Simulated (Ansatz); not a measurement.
Coupled-cluster run, C3H4ClFO, SMILES `OC/C(F)=C/Cl`.

```yaml
crystal:
  periodic: [false, false, false]
  atoms:
    - {symbol: O, position_ang: [-0.701132, -1.787982, 0.534280]}
    - {symbol: C, position_ang: [0.144458, -0.683398, 0.754634]}
    - {symbol: C, position_ang: [0.203584, 0.234972, -0.413167]}
    - {symbol: F, position_ang: [0.702028, -0.349097, -1.509892]}
    - {symbol: C, position_ang: [-0.177569, 1.502517, -0.427712]}
    - {symbol: Cl, position_ang: [-0.051883, 2.515187, -1.797348]}
    - {symbol: H, position_ang: [-0.356081, -2.289398, -0.209911]}
    - {symbol: H, position_ang: [-0.249573, -0.143928, 1.616454]}
    - {symbol: H, position_ang: [1.166227, -1.008834, 0.998695]}
    - {symbol: H, position_ang: [-0.596859, 1.958861, 0.456965]}
basis:
  gaussian: {orbitals: def2-TZVPP}
correlation: {method: ccsd_t}
```

```sh
$ ansatz run in.yaml --threads 4 --pin off --events-out ev --progress --plain --max-ram 10444MiB
```

Output of Ansatz, abridged:

```
Functional definition: HF
1562 factors; integrals over basis functions are off by at most 9.5e-4 eV
mean field evaluation 1: about -20400.3897 eV, gradient 3.7e1 eV
mean field evaluation 2: about -20400.7227 eV, gradient 3.7e1 eV
mean field evaluation 4: about -20403.7901 eV, gradient 4.7e0 eV
mean field evaluation 8: about -20403.8563 eV, gradient 2.7e-1 eV
mean field -20403.85667061 eV, -749.8279024141 hartree, gradient 3.8e-6 eV, S^2 0.000000; 0 other end points of the search recorded, 0 dependent functions left out
10 core orbitals not correlated: weight in the atoms' cores, before any rotation towards them, 1.000 or more for the frozen orbitals, at most 0.000 for the correlated occupied ones
reference -20403.85667061 eV, -749.8279024141 hartree; 18, 18 occupied and 225, 225 virtual orbitals, 1562 factors
second order -31.53240173 eV of doubles, -0.00000000 eV of singles
cycle   1  -31.65280726 eV  change   -1.2e-1 eV  update   1.2e-1
cycle   2  -32.35064552 eV  change   -7.0e-1 eV  update   3.5e-2
cycle   3  -32.52468281 eV  change   -1.7e-1 eV  update   1.7e-2
cycle   4  -32.51216880 eV  change    1.3e-2 eV  update   4.2e-3
cycle   5  -32.51003335 eV  change    2.1e-3 eV  update   1.8e-3
cycle   6  -32.51139250 eV  change   -1.4e-3 eV  update   5.5e-4
cycle   7  -32.51122912 eV  change    1.6e-4 eV  update   2.0e-4
cycle   8  -32.51109188 eV  change    1.4e-4 eV  update   7.6e-5
cycle   9  -32.51109898 eV  change   -7.1e-6 eV  update   3.2e-5
perturbative correction -1.32890668 eV, -0.0488364196 hartree
Total energy: -20437.69667626 eV, -751.0714996843 hartree
```

Hardware: 4 threads of an Arm Neoverse V1 on a shared host. Wall time 4.1 min, peak host memory 6 GiB.

Correlation energy per correlated electron: -0.940 eV. T1 diagnostic: 0.0114.
